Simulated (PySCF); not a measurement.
Record of a relaxation.

Species: PH₃.
Atom-mapped SMILES: `[PH3:1]` (hydrogens: H2, H3, H4 on P1)

Method: PySCF 2.14.0, PBE0-D3(BJ)/def2-SVP geometry optimisation, gas phase; density fitting, grid level 1; the optimiser is geomeTRIC in internal coordinates, started from a GFN2-xTB structure with every atom displaced at random (about 0.01 Å). The frame can shift and turn from step to step; on so coarse a grid that alone can change the energy by a few meV, and forces under 0.02 eV/Å are noise.

Step 0: E = -9330.5998 eV, largest atomic force 1.987 eV/Å
```
atom  x, y, z in Å  |  force x, y, z in eV/Å
P1      0.019   -0.022    0.575   -0.637   0.886   1.660
H2     -0.564    1.004   -0.208   -0.166   0.276  -0.047
H3      1.138   -0.019   -0.198    1.513   0.009  -0.852
H4     -0.555   -0.989   -0.202   -0.709  -1.171  -0.762
```

Step 1: E = -9330.7024 eV, largest atomic force 0.575 eV/Å
```
atom  x, y, z in Å  |  force x, y, z in eV/Å
P1      0.023   -0.038    0.488    0.124  -0.133  -0.545
H2     -0.601    1.024   -0.249    0.055  -0.093   0.086
H3      1.211   -0.003   -0.342   -0.325  -0.011   0.247
H4     -0.596   -1.057   -0.332    0.146   0.237   0.212
```

Step 2: E = -9330.7103 eV, largest atomic force 0.125 eV/Å
```
atom  x, y, z in Å  |  force x, y, z in eV/Å
P1      0.025   -0.040    0.480    0.037  -0.037  -0.114
H2     -0.598    1.020   -0.248   -0.001   0.001   0.013
H3      1.200   -0.004   -0.339   -0.058  -0.001   0.056
H4     -0.590   -1.050   -0.329    0.022   0.037   0.045
```

Step 3: E = -9330.7106 eV, largest atomic force under 0.02 eV/Å
```
atom  x, y, z in Å  |  force x, y, z in eV/Å
P1      0.026   -0.041    0.476   -0.002   0.004   0.002
H2     -0.599    1.021   -0.247    0.000  -0.001   0.002
H3      1.199   -0.004   -0.337    0.004   0.000  -0.002
H4     -0.590   -1.049   -0.327   -0.002  -0.003  -0.002
```

**Question.** Summarise the path.

**Answer.** The energy falls by 2.56 kcal/mol from step 0 to step 3; nine tenths of that is first reached at step 1. It falls at every step. The largest force goes from 1.987 to under 0.02 eV/Å. Among the bonds P1–H3 changes most, from 1.360 to 1.429 Å; the atoms move by 0.051 Å rms after alignment.

The cost below is that of the whole optimisation. Time: 0.9 s wall; peak memory 0.24 GiB. Hardware: one thread, Arm Neoverse V2 (aarch64), no GPU, shared host with 96 logical CPUs at a one-minute load of 3.1.
